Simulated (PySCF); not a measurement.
# C2H2N2S (1,3,4-Thiadiazole) at 6 levels

Wanted: a comparison of 6 runs (HF/STO-3G, B3LYP/6-31G*, B3LYP/def2-SVP, CAM-B3LYP/def2-SVP, wB97M-V/def2-SVP, SCS-MP2/def2-SVP) of C2H2N2S (1,3,4-Thiadiazole). The job is set up through a Python script.

The results are computed with PySCF 2.14.0.

1 further run of the same task is left out (set aside as unsound or not needed).

### Step 1. Starting point

The species is C2H2N2S (7 atoms), meant as a singlet with charge 0. As SMILES, `c1nncs1`. The C4–H7 distance was set to 1.392 Å, away from the relaxed value.

Bond lengths: C1–N2 1.281 Å, N2–N3 1.324 Å, N3–C4 1.281 Å, C1–S5 1.738 Å, C4–S5 1.738 Å, C1–H6 1.071 Å. Angles: C1–N2–N3 113.5°, N2–C1–S5 114.0°, N2–N3–C4 113.5°, N3–C4–S5 114.0°, C1–S5–C4 84.9°, N2–C1–H6 123.9°, S5–C1–H6 122.1°. A long bond or contact: C4–H7 1.392 Å.

### Step 2. A single-point energy at HF/STO-3G (run 1)

The input, calc.py:

```python
from pyscf import gto, scf

mol = gto.Mole()
mol.atom = '''
C     -0.644968     0.829930     1.055652
N     -1.431128     0.026490     0.442172
N     -0.827878    -0.695740    -0.488728
C      0.424362    -0.449460    -0.595398
S      1.003392     0.762290     0.507792
H     -0.958018     1.489960     1.838512
H      1.267190    -1.084350    -1.503110
'''
mol.basis = 'sto-3g'
mol.max_memory = 1860
mol.verbose = 3
mol.build()

mf = scf.RHF(mol)
mf.conv_tol = 1e-10
mf.kernel()
if not mf.converged:
    mf = mf.newton().run(mf.mo_coeff, mf.mo_occ)

energy = mf.e_tot
print('E(%s) = %.9f' % ('HF', energy))
```

On the command line:

```bash
$ OMP_NUM_THREADS=1 python calc.py
```

Log:

```text
converged SCF energy = -576.525028386274
E(HF) = -576.525028386
```

Run time: 1.1 s. Hardware: 1 thread of Intel Xeon at 2.70GHz, shared host; peak memory 0.1 GiB.

### Step 3. A single-point energy at B3LYP/6-31G(d) (spherical functions) (run 2)

The input, run.py:

```python
from pyscf import gto, dft

system = gto.M(
    atom=[
    ('C', (-0.644968, 0.829930, 1.055652)),
    ('N', (-1.431128, 0.026490, 0.442172)),
    ('N', (-0.827878, -0.695740, -0.488728)),
    ('C', (0.424362, -0.449460, -0.595398)),
    ('S', (1.003392, 0.762290, 0.507792)),
    ('H', (-0.958018, 1.489960, 1.838512)),
    ('H', (1.267190, -1.084350, -1.503110)),
],
    basis='6-31g*',
    max_memory=1860,
    verbose=3,
)

mf = dft.RKS(system, xc='b3lyp')
mf.grids.level = 5
mf.conv_tol = 1e-10
mf.kernel()
if not mf.converged:
    mf = mf.newton().run(mf.mo_coeff, mf.mo_occ)

e_final = mf.e_tot
print('Final energy', e_final)
```

On the command line:

```bash
$ OMP_NUM_THREADS=1 python run.py
```

Log:

```text
converged SCF energy = -585.018259510446
Final energy -585.0182595104463
```

It took 25 s on 1 thread of Intel Xeon at 2.70GHz, shared host; peak memory 0.4 GiB.

Run 3 isn't shown in full; the table further down has it.

### Step 4. A single-point energy at CAM-B3LYP/def2-SVP (run 4)

The input, calc.py:

```python
from pyscf import gto, dft

system = gto.M(
    atom='''
C       -0.644968       0.829930       1.055652
N       -1.431128       0.026490       0.442172
N       -0.827878      -0.695740      -0.488728
C        0.424362      -0.449460      -0.595398
S        1.003392       0.762290       0.507792
H       -0.958018       1.489960       1.838512
H        1.267190      -1.084350      -1.503110
''',
    verbose=3,
    max_memory=1860,
    basis='def2-svp',
    charge=0,
)

mf = dft.RKS(system, xc='cam-b3lyp')
mf.conv_tol = 1e-10
mf.grids.level = 5
mf.kernel()
if not mf.converged:
    mf = mf.newton().run(mf.mo_coeff, mf.mo_occ)

energy = mf.e_tot
print(f'total energy: {energy:.8f} hartree')
```

On the command line:

```bash
$ OMP_NUM_THREADS=1 python calc.py
```

Log:

```text
converged SCF energy = -584.679525942151
total energy: -584.67952594 hartree
```

Run time: 28 s. Hardware: 1 thread of Intel Xeon at 2.70GHz, shared host; peak memory 0.43 GiB.

Run 5 isn't shown in full; the table further down has it.

### Step 5. The energy at SCS-MP2/def2-SVP (run 6)

The input, input.py:

```python
from pyscf import gto, scf, mp

mol = gto.Mole()
mol.atom = [
    ('C', (-0.644968, 0.829930, 1.055652)),
    ('N', (-1.431128, 0.026490, 0.442172)),
    ('N', (-0.827878, -0.695740, -0.488728)),
    ('C', (0.424362, -0.449460, -0.595398)),
    ('S', (1.003392, 0.762290, 0.507792)),
    ('H', (-0.958018, 1.489960, 1.838512)),
    ('H', (1.267190, -1.084350, -1.503110)),
]
mol.basis = 'def2-svp'
mol.charge = 0
mol.max_memory = 1860
mol.verbose = 3
mol.build()

calc0 = scf.RHF(mol)
calc0.conv_tol = 1e-10
calc0.kernel()
if not calc0.converged:
    calc0 = calc0.newton().run(calc0.mo_coeff, calc0.mo_occ)

pt = mp.MP2(calc0, frozen=9).run()
energy = calc0.e_tot + 1.2 * pt.e_corr_os + pt.e_corr_ss / 3
print('Final energy', energy)
```

On the command line:

```bash
$ OMP_NUM_THREADS=1 python input.py
```

Log:

```text
converged SCF energy = -582.956961840007
E(RMP2) = -583.674492711867  E_corr = -0.717530871859954
E(SCS-RMP2) = -583.649055849727  E_corr = -0.692094009719597
Final energy -583.6490558497268
```

Wall time 2.4 s (1 thread of Intel Xeon at 2.70GHz, shared host); peak memory 0.19 GiB.

### Step 6. The series

```
run                               level  integration grid  nlc grid  energy (Eh)  dipole moment (D) of the reference  HOMO energy (eV)  LUMO energy (eV)  wall time
  1                           HF/STO-3G                 –         –  -576.525028                                3.62             -8.91              6.17      1.1 s
  2  B3LYP/6-31G* (spherical functions)                 5         –  -585.018260                                2.93             -7.22             -1.22       25 s
  3                      B3LYP/def2-SVP                 5         –  -584.778841                                3.10             -7.19             -1.35       20 s
  4                  CAM-B3LYP/def2-SVP                 5         –  -584.679526                                3.22             -8.84              0.03       28 s
  5                    wB97M-V/def2-SVP                 5         1  -584.683125                                3.22             -9.84              1.05    1.7 min
  6                    SCS-MP2/def2-SVP                 –         –  -583.649056                                3.50            -10.91              2.65      2.4 s
```

### Step 7. Results

```
                                          quantity          value
                               run 6: total energy  -583.64906 Eh
       run 6: dipole moment (Hartree–Fock density)         3.50 D
        run 6: HOMO energy (Hartree–Fock orbitals)      -10.91 eV
        run 6: LUMO energy (Hartree–Fock orbitals)        2.65 eV
      run 6: HOMO–LUMO gap (Hartree–Fock orbitals)       13.56 eV
run 6: correlation energy (9 core orbitals frozen)     -692.1 mEh
```

What this shows: Over runs 1, 2, 3, 4, 5 the dipole moment (its size) runs from 2.93 D (B3LYP/6-31G*) to 3.62 D (HF/STO-3G). The two ends differ in method and basis. Over runs 1, 2, 3, 4, 5 the HOMO–LUMO gap runs from 5.84 eV (B3LYP/def2-SVP) to 15.08 eV (HF/STO-3G). Totals of different functionals can't be ranked against each other. In run 1 the basis is minimal, so the values are rough. All runs together took 3 min, the longest 1.7 min.
